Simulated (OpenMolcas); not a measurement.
# BH3 (SMILES B), step by step

Wanted: a single-point energy (UHF/6-31G), then a single-point energy (CASSCF(2,2)/6-31G), then a single-point energy (CASPT2(2,2)/6-31G), then the energy (SC-NEVPT2(2,2)/6-31G), then the energy (MRCI(2,2)/6-31G) of BH3. 

The calculation is run with OpenMolcas 26.06.

**1. The molecule**

The species is BH3 (4 atoms), meant as a singlet with charge 0. SMILES: `B`. The B1–H3 distance was set to 2.387 Å, away from the relaxed value. At this shape a bond of the SMILES string is far longer than usual.

Bond lengths: B1–H2 1.193 Å, B1–H4 1.193 Å. Angles: H2–B1–H4 120.0°.

**2. The energy at UHF/6-31G (run 1)**

input.xyz

```xyz
4

B      0.304003     1.141613    -0.053201
H      1.272303     1.538413     0.520699
H     -0.276200    -1.171800     0.043000
H     -0.374297     1.901613    -0.675001
```

step1.inp

```
>>> EXPORT MOLCAS_PRINT=2

&GATEWAY
  BasLib = $CurrDir
  Coord = input.xyz
  Basis = 6-31G
  Group = NoSym

&SEWARD

&SCF
  UHF
  Scramble = 0.25
  PrOrbitals = 1 1
```

The basis set 6-31G is read from a file made from the Basis Set Exchange's data (not shown).

Run with:

```bash
$ export MOLCAS_MEM=1860
$ pymolcas step1.inp > step1.log
```

Output:

```text
--- Start Module: gateway ---
[...]
--- Stop Module: gateway /rc=_RC_ALL_IS_WELL_ ---
--- Start Module: seward ---
[...]
      Basis functions           15
--- Stop Module: seward /rc=_RC_ALL_IS_WELL_ ---
--- Start Module: scf ---
[...]
       Convergence after  25 Iterations
[...]
::    Total SCF energy                                -26.2483273443
[...]
      Total spin, S                                     0.5022583135
[...]
      Total electronic charge=    8.000000
      Total            charge=   -0.000000
[...]
      Dipole Moment (debye):
      Origin of the operator (angstrom)=    0.2832    1.0585   -0.0497
                   X=  1.6569E-01               Y=  6.6075E-01               Z= -2.7526E-02           Total=  6.8177E-01
      Quadrupole Moment (debye*angstrom):
[...]
--- Stop Module: scf /rc=_RC_ALL_IS_WELL_ ---
[...]
```

It took 1.7 s on 1 thread of Arm Neoverse V2, shared host; peak memory 0.37 GiB.

**3. The energy at CASSCF(2,2)/6-31G (run 2)**

input.xyz is that of step 2.

step2.inp

```
&GATEWAY
  BasLib
  $CurrDir
  Coord
  input.xyz
  Basis
  6-31G
  Group
  NoSym

&SEWARD

&RASSCF
  FileOrb
  $CurrDir/step1.UnaOrb
  Spin
  1
  Nactel
  2 0 0
  Inactive
  3
  Ras2
  2
  OrbListing
  Nothing
  OrbAppear
  Compact
```

The basis set 6-31G is read from a file made from the Basis Set Exchange's data (not shown).

Run with:

```bash
$ export MOLCAS_MEM=1860
$ pymolcas step2.inp > step2.log
```

Output:

```text
--- Start Module: gateway ---
[...]
--- Stop Module: gateway /rc=_RC_ALL_IS_WELL_ ---
--- Start Module: seward ---
[...]
      Basis functions           15
--- Stop Module: seward /rc=_RC_ALL_IS_WELL_ ---
--- Start Module: rasscf ---
[...]
      Number of active orbitals                  2
[...]
      Spin quantum number                      0.0
[...]
      Active orbitals                            2
[...]
      Number of CSFs                             3
[...]
      Number of root(s) required                 1
[...]
      Convergence after  8 iterations
[...]
      printout of CI-coefficients larger than  0.05 for root  1
      energy=     -26.271547
      conf/sym  11     Coeff  Weight
             1  20  -0.92987 0.86467
             3  02   0.36788 0.13533
      Natural orbitals and occupation numbers for root  1
      sym 1:   1.729331   0.270669
      ************************************************************************************************************************
      *                                                    Final results                                                     *
[...]
::    RASSCF root number  1 Total energy:    -26.27154691
[...]
      Total electronic charge=    8.000000
      Total            charge=   -0.000000
[...]
      Dipole Moment (debye):
      Origin of the operator (angstrom)=    0.2832    1.0585   -0.0497
                   X=  2.3534E-01               Y=  9.3809E-01               Z= -3.9177E-02           Total=  9.6795E-01
      Quadrupole Moment (debye*angstrom):
[...]
--- Stop Module: rasscf /rc=_RC_ALL_IS_WELL_ ---
[...]
```

Wall time 1.4 s (1 thread of Arm Neoverse V2, shared host); peak memory 0.37 GiB.

**4. A single-point energy at CASPT2(2,2)/6-31G (run 3)**

input.xyz is that of step 3.

step3.input

```
>>> EXPORT MOLCAS_PRINT=2

&gateway
 baslib = $CurrDir
 coord = input.xyz
 basis = 6-31G
 group = NoSym

&seward

&rasscf
 fileorb = $CurrDir/step2.RasOrb
 spin = 1
 nactel = 2 0 0
 inactive = 3
 ras2 = 2
 orblisting = Nothing
 orbappear = Compact

&caspt2
 imaginary = 0.1
 frozen = 1
```

The basis set 6-31G is read from a file made from the Basis Set Exchange's data (not shown).

Run with:

```bash
$ export MOLCAS_MEM=1860
$ pymolcas step3.input > step3.log
```

Output:

```text
--- Start Module: gateway ---
[...]
--- Stop Module: gateway /rc=_RC_ALL_IS_WELL_ ---
[...]
      Basis functions           15
[...]
--- Start Module: rasscf ---
[...]
      Number of active orbitals                  2
[...]
      Spin quantum number                      0.0
[...]
      Active orbitals                            2
[...]
      Number of CSFs                             3
[...]
      Number of root(s) required                 1
[...]
      Convergence after  4 iterations
[...]
      printout of CI-coefficients larger than  0.05 for root  1
      energy=     -26.271547
      conf/sym  11     Coeff  Weight
             1  20  -0.92987 0.86466
             3  02   0.36788 0.13534
      Natural orbitals and occupation numbers for root  1
      sym 1:   1.729329   0.270671
      ************************************************************************************************************************
      *                                                    Final results                                                     *
[...]
::    RASSCF root number  1 Total energy:    -26.27154691
[...]
      Total electronic charge=    8.000000
      Total            charge=   -0.000000
[...]
      Dipole Moment (debye):
      Origin of the operator (angstrom)=    0.2832    1.0585   -0.0497
                   X=  2.3531E-01               Y=  9.3809E-01               Z= -3.9139E-02           Total=  9.6795E-01
      Quadrupole Moment (debye*angstrom):
[...]
--- Stop Module: rasscf /rc=_RC_ALL_IS_WELL_ ---
--- Start Module: caspt2 ---
[...]
 ###    WARNING: User changed nr of frozen orbitals.                         ###
 ###############################################################################
[...]
      E2 (Variational):          -0.0409067803
      Total energy:             -26.3124536919
[...]
      Reference weight:           0.98179
[...]
::    CASPT2 Root  1     Total energy:    -26.31245369
[...]
--- Stop Module: caspt2 /rc=_RC_ALL_IS_WELL_ ---
[...]
```

Wall time 1.4 s (1 thread of Arm Neoverse V2, shared host); peak memory 0.37 GiB.

**5. The energy at SC-NEVPT2(2,2)/6-31G (run 4)**

input.xyz is that of step 4.

step4.input

```
* BH3 NEVPT2
&gateway
baslib = $CurrDir
coord = input.xyz
basis = 6-31G
group = NoSym
&seward
&rasscf
fileorb = $CurrDir/step2.RasOrb
spin = 1
nactel = 2 0 0
inactive = 3
ras2 = 2
orblisting = Nothing
orbappear = Compact
&caspt2
sc-nevpt2
frozen = 1
```

The basis set 6-31G is read from a file made from the Basis Set Exchange's data (not shown).

Run with:

```bash
$ export MOLCAS_MEM=1860
$ pymolcas step4.input > step4.log
```

Output:

```text
--- Start Module: gateway ---
[...]
--- Stop Module: gateway /rc=_RC_ALL_IS_WELL_ ---
[...]
      Basis functions           15
[...]
--- Start Module: rasscf ---
[...]
      Number of active orbitals                  2
[...]
      Spin quantum number                      0.0
[...]
      Active orbitals                            2
[...]
      Number of CSFs                             3
[...]
      Number of root(s) required                 1
[...]
      Convergence after  4 iterations
[...]
      printout of CI-coefficients larger than  0.05 for root  1
      energy=     -26.271547
      conf/sym  11     Coeff  Weight
             1  20  -0.92987 0.86466
             3  02   0.36788 0.13534
      Natural orbitals and occupation numbers for root  1
      sym 1:   1.729329   0.270671
      ************************************************************************************************************************
      *                                                    Final results                                                     *
[...]
::    RASSCF root number  1 Total energy:    -26.27154691
[...]
      Total electronic charge=    8.000000
      Total            charge=   -0.000000
[...]
      Dipole Moment (debye):
      Origin of the operator (angstrom)=    0.2832    1.0585   -0.0497
                   X=  2.3531E-01               Y=  9.3809E-01               Z= -3.9139E-02           Total=  9.6795E-01
      Quadrupole Moment (debye*angstrom):
[...]
--- Stop Module: rasscf /rc=_RC_ALL_IS_WELL_ ---
--- Start Module: caspt2 ---
[...]
 ###    WARNING: User changed nr of frozen orbitals.                         ###
 ###############################################################################
[...]
      E2 (Variational):          -0.0404506987
[...]
      E2 (Variational):          -0.0404318243
      Total energy:             -26.3119787359
[...]
      Reference weight:           0.98217
[...]
::    SC-NEVPT2 Root  1     Total energy:    -26.31197874
[...]
--- Stop Module: caspt2 /rc=_RC_ALL_IS_WELL_ ---
[...]
```

Run time: 1.4 s. Hardware: 1 thread of Arm Neoverse V2, shared host; peak memory 0.37 GiB.

**6. The energy at MRCI(2,2)/6-31G (run 5)**

input.xyz is that of step 5.

step5.inp

```
* BH3 MRCI
&GATEWAY
BASLIB = $CurrDir
COORD = input.xyz
BASIS = 6-31G
GROUP = NoSym
&SEWARD
&RASSCF
FILEORB = $CurrDir/step2.RasOrb
SPIN = 1
NACTEL = 2 0 0
INACTIVE = 3
RAS2 = 2
ORBLISTING = Nothing
ORBAPPEAR = Compact
&MOTRA
LUMORB
FROZEN = 1
&GUGA
ELECTRONS = 6
SPIN = 1
INACTIVE = 2
ACTIVE = 2
CIALL = 1
&MRCI
SDCI
```

The basis set 6-31G is read from a file made from the Basis Set Exchange's data (not shown).

Run with:

```bash
$ export MOLCAS_MEM=1860
$ pymolcas step5.inp > step5.log
```

Output:

```text
--- Start Module: gateway ---
[...]
--- Stop Module: gateway /rc=_RC_ALL_IS_WELL_ ---
[...]
      Basis functions           15
[...]
      Number of active orbitals                  2
[...]
      Spin quantum number                      0.0
[...]
      Active orbitals                            2
[...]
      Number of CSFs                             3
[...]
      Number of root(s) required                 1
[...]
      Convergence after  4 iterations
[...]
      printout of CI-coefficients larger than  0.05 for root  1
      energy=     -26.271547
      conf/sym  11     Coeff  Weight
             1  20  -0.92987 0.86466
             3  02   0.36788 0.13534
      Natural orbitals and occupation numbers for root  1
      sym 1:   1.729329   0.270671
      ************************************************************************************************************************
      *                                                    Final results                                                     *
[...]
::    RASSCF root number  1 Total energy:    -26.27154691
[...]
      Dipole Moment (debye):
      Origin of the operator (angstrom)=    0.2832    1.0585   -0.0497
                   X=  2.3531E-01               Y=  9.3809E-01               Z= -3.9139E-02           Total=  9.6795E-01
      Quadrupole Moment (debye*angstrom):
[...]
      *** WARNING: Default frozen orbitals is overwritten by user input.
      *** Default values:   1
[...]
--- Start Module: guga ---
[...]
--- Stop Module: guga /rc=_RC_ALL_IS_WELL_ ---
--- Start Module: mrci ---
[...]
       (But an ACPF correction will be computed)
       USE THE DEFAULT ACPF G-VALUE GFAC=  0.33333333333333331
[...]
                      CI ENERGY:   -26.32539983
[...]
                ACPF CORRECTION:    -0.00120918
[...]
      Total electronic charge=    8.000000
      Total            charge=    0.000000
[...]
     ACPF CORRECTION:     -0.00120918
[...]
  CI State   1     Total energy:    -26.32539983     QDav:     -0.00183437     QACPF:     -0.00120918
[...]
--- Stop Module: mrci /rc=_RC_ALL_IS_WELL_ ---
[...]
```

Run time: 1.4 s. Hardware: 1 thread of Arm Neoverse V2, shared host; peak memory 0.37 GiB.

**7. Outcome**

```
                                                   quantity         value
                             run 1, UHF/6-31G: total energy  -26.24833 Eh
                            run 1, UHF/6-31G: dipole moment        0.68 D
                              run 1, UHF/6-31G: HOMO energy      -9.82 eV
                              run 1, UHF/6-31G: LUMO energy       1.74 eV
                            run 1, UHF/6-31G: HOMO–LUMO gap      11.57 eV
                                     run 1, UHF/6-31G: ⟨S²⟩         0.755
                     run 2, CASSCF(2,2)/6-31G: total energy  -26.27155 Eh
   run 2, CASSCF(2,2)/6-31G: dipole moment (CASSCF density)        0.97 D
                     run 3, CASPT2(2,2)/6-31G: total energy  -26.31245 Eh
   run 3, CASPT2(2,2)/6-31G: dipole moment (CASSCF density)        0.97 D
                  run 4, SC-NEVPT2(2,2)/6-31G: total energy  -26.31198 Eh
run 4, SC-NEVPT2(2,2)/6-31G: dipole moment (CASSCF density)        0.97 D
                       run 5, MRCI(2,2)/6-31G: total energy  -26.32540 Eh
     run 5, MRCI(2,2)/6-31G: dipole moment (CASSCF density)        0.97 D
```

⟨S²⟩ (run 1, UHF/6-31G) is 0.75 where a pure singlet has 0.00: the reference is spin-contaminated. Mulliken charges (run 2, CASSCF(2,2)/6-31G) run from -0.07 on H3 to +0.21 on B1. Mulliken charges (run 3, CASPT2(2,2)/6-31G) of the CASSCF density run from -0.07 on H3 to +0.21 on B1.
